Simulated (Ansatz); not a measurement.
`Cl[C@H]1O[C@@H]1Cl` from Hartree–Fock to CCSD(T)

Cartesian coordinates in Å:
```
Cl -0.612 -1.636 1.346
C -0.583 -0.175 0.394
O 0.287 0.840 0.809
C 0.585 0.180 -0.389
Cl 0.429 1.099 -1.863
H -1.576 0.137 0.091
H 1.471 -0.445 -0.388
```

Total charge 0; spin multiplicity 1. The geometry is a stationary point of PBE0-D4/def2-TZVP. Frozen core, restricted reference, the Gaussian-basis code of Ansatz. CBS rows extrapolate triple and quadruple zeta; past MP2 they add the triple-zeta difference.

| basis | HF (Eh) | MP2 corr. |
| --- | --- | --- |
| def2-SVP | -1070.29078 | -0.71943 |
| def2-TZVPP | -1070.79220 | -0.93591 |
| def2-QZVPP | -1070.82445 | -1.01442 |

Question: Estimate the CCSD correlation energy and the (T) correction in each basis where they were run (hartree).

Answer: 
```csv
basis,CCSD corr.,(T)
def2-SVP,-0.75605,-0.02267
def2-TZVPP,-0.97184,-0.04454
CBS(def2),-1.10851,as TZ
```
